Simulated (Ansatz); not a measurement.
Energy profile

The step: CH₄O ([CH3][OH]) + HS → CH₃O ([CH2][OH]) + H₂S; bonds formed: H1–S4; bonds broken: H1–C2 (atoms numbered as in the saddle structure below).

```
8
angstrom
H -0.1015 -0.2086 0.7863
C -0.6191 0.1788 -0.6059
O 0.4477 0.4512 -1.3936
S 0.5236 -0.5427 2.0836
H -1.1301 -0.7276 -0.9129
H -1.2446 1.0177 -0.2999
H 0.8312 1.2974 -1.1435
H 1.2926 -1.4661 1.4858
```

Electronic energies by CCSD(T) at an estimated basis limit (MP2 extrapolated from triple and quadruple zeta, plus CCSD(T) − MP2 in triple zeta), on PBE0-D4/def2-TZVP structures; CH5OS, doublet; no counterpoise correction; spin–orbit coupling, which lowers free halogen atoms and radicals such as OH and SH, is left out. Computed with Ansatz 0.2.0 (basis: def2-TZVPP and def2-QZVPP); correlated methods freeze the cores; orbitals are unrestricted. Extrapolation: Hartree–Fock as exp(−7.88 √X), correlation as X^−2.97.

(1) Give the profile in kcal/mol, counted from the separated reactants. (Judge from chemistry; the value comes from the calculation.)

T1 diagnostic: at most 0.017. ⟨S²⟩ of the unrestricted Hartree–Fock references: 0.76 to 0.79 (a pure state has 0.75).

Answers

(1) Computed:
```csv
point,kcal/mol
"separated: CH4O (linked as [CH3][OH]; H1, C2, O3, H5, H6, H7; singlet) + HS (S4, H8; doublet)",0.00
start structure,-3.38
saddle,10.73
end structure,3.67
"separated: H2S (H1, S4, H8; singlet) + CH3O (linked as [CH2][OH]; C2, O3, H5, H6, H7; doublet)",7.58
```

For scale, one of the runs: CCSD(T)/def2-TZVPP, 174 basis functions (an equivalent command: `ansatz run in.yaml --threads 4`). Time: 77 s of wall clock on 4 CPU threads; the host was shared. Peak host memory: 3.9 GiB.
